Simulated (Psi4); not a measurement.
Reaction (SMILES): FCF + 2 [H][H] (H2) → C (CH4) + 2 F (HF)
B3LYP-D3(BJ)/def2-TZVP geometries, fixed; electronic energies without zero-point terms.

Basis-set convergence of the energy of full hydrogenation at HF with Psi4. Cartesian d functions, on some or all atoms, in 6-31G**; all else is spherical. Density fitting with the program's default auxiliary sets. Psi4's default fitting sets serve the pcseg sets less well. No added dispersion term, no relativity. Functions are those of the species that has most. Reference: the value in def2-QZVPPD, -44.48 kcal/mol, itself unsure by roughly 0.38 kcal/mol (its mean distance from def2-QZVPP, cc-pVQZ). Deviations are taken from unrounded values.

| basis | functions | energy of full hydrogenation (kcal/mol) | minus reference (kcal/mol) |
|---|---|---|---|
| pcseg-0 | 31 | -35.35 | 9.13 |
| cc-pVDZ | 52 | -43.09 | 1.39 |
| 6-31G** | 55 | -39.30 | 5.18 |
| 6-311G** | 66 | -43.91 | 0.57 |
| 6-311+G** | 78 | -47.77 | -3.29 |
| aug-cc-pVDZ | 87 | -48.30 | -3.82 |
| cc-pVTZ | 118 | -42.97 | 1.51 |
| 6-311++G(3df,3pd) | 153 | -44.07 | 0.41 |
| aug-pcseg-2 | 184 | -44.18 | 0.30 |
| cc-pVQZ | 225 | -43.88 | 0.60 |
| def2-QZVPP | 231 | -44.32 | 0.16 |
| pcseg-3 | 246 | -44.38 | 0.10 |
| def2-QZVPPD | 261 | -44.48 | 0.00 |
